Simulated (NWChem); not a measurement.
Species: disulfur (S2, triplet); SMILES S=S

Program: NWChem. Spin-unrestricted. Coordinates come from a PBE0/def2-SVP, spin-unrestricted optimisation. No stability test was run on the SCF state. Level BLYP/def2-TZVP: single points from the atomic guess with DIIS by default; each run changes one setting, and all converged runs end within 0.3 mHa of each other. cgmin counts macro-iterations, each dearer than a DIIS step.

Task: Which setting needs the most SCF iterations, or fails (defaults; no DIIS, 40 % damping; DIIS on 3 Fock matrices; no level shifting; quadratically convergent solver (cgmin); level shift of 0.5 Ha throughout)?

Result: no DIIS, 40 % damping, with 14 against 7 for the defaults.
```
setting                                  SCF iterations
---------------------------------------  --------------
defaults                                              7
quadratically convergent solver (cgmin)               5
no level shifting                                     7
no DIIS, 40 % damping                                14
level shift of 0.5 Ha throughout                      8
DIIS on 3 Fock matrices                               7
```
